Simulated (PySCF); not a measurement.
**Mg₂: frontier orbitals**

M06-2X at R = 3.620 Å; basis Mg x2c-SVPall; spin-free X2C with a Gaussian nucleus; PySCF 2.14. State: ¹Σg⁺ (singlet), closed shell. Only the outer orbitals are listed.

| orbital | occ. | ε (eV) | main shells (%) |
| --- | --- | --- | --- |
| πu | 2 | -54.76 | 100 p |
| πu | 2 | -54.76 | 100 p |
| πg | 2 | -54.76 | 100 p |
| πg | 2 | -54.76 | 100 p |
| σg | 2 | -54.75 | 100 p |
| σu | 2 | -54.75 | 100 p |
| σg | 2 | -6.96 | 96 s |
| σu | 2 | -5.47 | 98 s |
| σg | 0 | -0.62 | 95 p |
| πu | 0 | -0.57 | 98 p |
| πu | 0 | -0.57 | 98 p |

Problem. Which are the highest filled and the lowest empty level, where do they sit, and how wide is the gap?

Solution. Highest filled σu at -5.47 eV (in %: 98 s); lowest empty σg at -0.62 eV (in %: 95 p); the gap at M06-2X is 4.85 eV.

* bond order (Mayer): 0.19
* ⟨S²⟩: 0.000

Closed-shell solutions of metal pairs were not tested for spin polarisation, which can lower them a little.
